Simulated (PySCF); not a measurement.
Gas-phase reaction: NH + 3 Si + 4 H2 → trisilylamine

Method: PySCF energies plus ideal-gas RRHO corrections (1 bar). † marks an energy on the PBE0/def2-TZVP geometry and frequencies; other levels use their own. CCSD(T) freezes the core. 6-31G* has spherical d functions here. Open shells (unrestricted): NH (multiplicity 3), Si (multiplicity 3); the rest are closed-shell singlets. Spin-orbit splitting is ignored; it lowers the true energy and changes the entropy of Si. B3LYP is the form with VWN-RPA correlation. CCSD(T) isn't extrapolated to the basis-set limit.

```json
[
 {"level": "B3LYP/6-31G*", "ΔH°(298 K), kJ": "-1674"},
 {"level": "B3LYP/def2-TZVP†", "ΔH°(298 K), kJ": "(withheld)"},
 {"level": "CCSD(T)/def2-SVP†", "ΔH°(298 K), kJ": "-1654"},
 {"level": "PBE/def2-SVP", "ΔH°(298 K), kJ": "(withheld)"},
 {"level": "PBE0/def2-TZVP", "ΔH°(298 K), kJ": "(withheld)"},
 {"level": "r2SCAN/def2-TZVP†", "ΔH°(298 K), kJ": "-1803"}
]
```

Complete the blanks.


- B3LYP/def2-TZVP†, ΔH°(298 K), kJ: -1729
- PBE/def2-SVP, ΔH°(298 K), kJ: -1788
- PBE0/def2-TZVP, ΔH°(298 K), kJ: -1787
